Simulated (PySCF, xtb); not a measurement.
ethanethiol (C₂H₆S), SMILES C(S)C. Other conformers were not sampled.

Harmonic wavenumbers (cm⁻¹) from GFN2-xTB (xtb 6.7.1) at its own minimum, in rising order: 203, 237, 312, 679, 751, 851, 1018, 1056, 1093, 1227, 1261, 1408, 1452, 1488, 1494, 2431, 2980, 3007, 3026, 3029, 3043.

Task: What does PySCF with ωB97X-D3(BJ)/def2-TZVP give at its own minimum? (Estimate from the structure and the level; the computed values follow.)

Result: 207, 258, 335, 695, 747, 888, 1006, 1083, 1137, 1291, 1327, 1423, 1488, 1497, 1505, 2747, 3059, 3090, 3125, 3133, 3153. Paired by order, the mean absolute difference is 56 cm⁻¹ and the zero-point energies are 45.8 and 47.5 kcal/mol.
